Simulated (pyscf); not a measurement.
Optimised with ωB97X-D3(BJ)/def2-SVP in PySCF.

Problem. For F–WH(F)(F)(F)–F + hydrogen chloride (HCl) → F–W(F)(F)(F)(F)–Cl + hydrogen (H₂), a four-centre exchange (singlet surface; H–W, Cl–H broken, Cl–W, H–H formed), PBE/def2-TZVP gives ΔE‡ = 4.9 kcal/mol and ΔE = -30.0 kcal/mol (zero: the separated reactants). In which direction and how far do r²SCAN/def2-TZVP, B3LYP-D3(BJ)/def2-TZVP, ωB97M-D3(BJ)/def2-TZVP move these?

Solution. r²SCAN: ΔE‡ = 3.8 kcal/mol, ΔE = -32.2 kcal/mol; B3LYP-D3(BJ): ΔE‡ = 9.9 kcal/mol, ΔE = -29.3 kcal/mol; ωB97M-D3(BJ): ΔE‡ = 12.7 kcal/mol, ΔE = -25.5 kcal/mol. PBE's barrier lies among them. Its reaction energy lies among theirs. One saddle was located; it need not be the lowest between these sides. Elements past Kr carry the def2 core potentials, without spin-orbit coupling.
